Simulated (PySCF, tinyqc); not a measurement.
Worked calculation: RHF in the sto-3g basis, for CH2, spin multiplicity 1. This run ends on a higher stationary point, not on the lowest solution. The lowest restricted solution is unstable here: a spin-polarised one lies 0.0253 hartree lower (PySCF). One step of it, computed by the program tinyqc.

Task: Orthogonalisation. S = U s U^T; canonical form X = U s^(-1/2), so that X^T S X = 1. Each column of U has its largest component positive (the first on a tie).

overlap S:
```
,1C 1s,1C 2s,1C 2px,1C 2py,1C 2pz,2H 1s,3H 1s
1C 1s,1.000000,0.248362,0.000000,0.000000,0.000000,0.029801,0.026603
1C 2s,0.248362,1.000000,0.000000,0.000000,0.000000,0.324177,0.301565
1C 2px,0.000000,0.000000,1.000000,0.000000,0.000000,0.000000,0.000000
1C 2py,0.000000,0.000000,0.000000,1.000000,0.000000,0.297863,-0.281204
1C 2pz,0.000000,0.000000,0.000000,0.000000,1.000000,0.175632,0.165821
2H 1s,0.029801,0.324177,0.000000,0.297863,0.175632,1.000000,0.051779
3H 1s,0.026603,0.301565,0.000000,-0.281204,0.165821,0.051779,1.000000
```

Give: eigenvalues of S; X.

Result:

eigenvalues of S: 0.482  0.566  0.880  1.000  1.099  1.383  1.590

X:
```
,1,2,3,4,5,6,7
1C 1s,-0.386,0.076,0.719,0.000,-0.583,-0.024,0.244
1C 2s,0.950,-0.147,-0.295,0.000,-0.274,-0.036,0.496
1C 2px,0.000,0.000,0.000,1.000,0.000,0.000,0.000
1C 2py,0.161,0.897,-0.005,0.000,0.000,0.619,0.038
1C 2pz,0.417,-0.060,0.653,0.000,0.651,-0.014,0.215
2H 1s,-0.755,-0.580,-0.222,0.000,0.183,0.383,0.398
3H 1s,-0.504,0.771,-0.237,0.000,0.194,-0.438,0.342
```
